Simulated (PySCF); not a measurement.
## How methods differ on the ionisation energy of Ar

Ar [Ar] (1S) → Ar⁺ [Ne] 3s2 3p5 (2P), as a difference of total energies. All numbers are calculated (PySCF 2.14, the spin-free X2C one-electron Hamiltonian (Gaussian nucleus), in aug-cc-pCVTZ-DK with one added diffuse shell each of s, p, d, f type (9s8p6d4f, 91 functions)). Correlated levels: valence: [Ne] frozen. The calculations carry no spin-orbit coupling.

```csv
method,ionisation energy (eV)
UHF,14.537
MP2 (valence),15.728
SCS-MP2 (valence),15.624
CCSD (valence),15.535
CCSD(T) (valence),15.593
```

A first-order spin-orbit estimate (lowest level to lowest level, LS coupling) adds -0.056 eV.

Errors of the correlated levels include the incompleteness of this basis and the frozen core.

Question: Which method comes closest to the reference value, and which is furthest?

Answer: The reference is 15.760 eV (measured; NIST Atomic Spectra Database, ionization energies). Closest: MP2 (valence) (error -0.089 eV); furthest: UHF (error -1.280 eV), both after the spin-orbit estimate.
